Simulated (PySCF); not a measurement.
# Gas-phase thermal properties of CH3CCl3

Method: PySCF energies (xtb for GFN2) plus ideal-gas RRHO corrections (1 bar). 6-31G* has spherical d functions here. All species are closed-shell singlets. B3LYP is the form with VWN-RPA correlation. The harmonic model lacks anharmonicity and excited electronic states, which grow with temperature; levels with a mode under 35 cm⁻¹ are left out. Internal rotation in CH3CCl3 is treated as a harmonic vibration of one conformer, which makes the entropy rough.

```tsv
level	point group	σ	ZPE (kJ/mol)	S°298 (J/mol/K)	Cp298 (J/mol/K)	S°1000 (J/mol/K)	H1000 − H298 (kJ/mol)
B3LYP/6-31G*	C3v	3	125.1	320.0	91.6	466.5	89.0
GFN2-xTB	C3v	3	119.2	326.6	95.2	476.3	90.7
HF/6-31G*	C3v	3	134.7	314.2	86.7	455.3	86.0
PBE/def2-SVP	C3v	3	120.2	321.8	93.5	471.1	90.5
PBE0/def2-TZVP	C3v	3	124.7	319.3	91.2	465.9	89.1
```
σ: rotational symmetry number. Electronic degeneracy used: 1. Frequencies are unscaled.
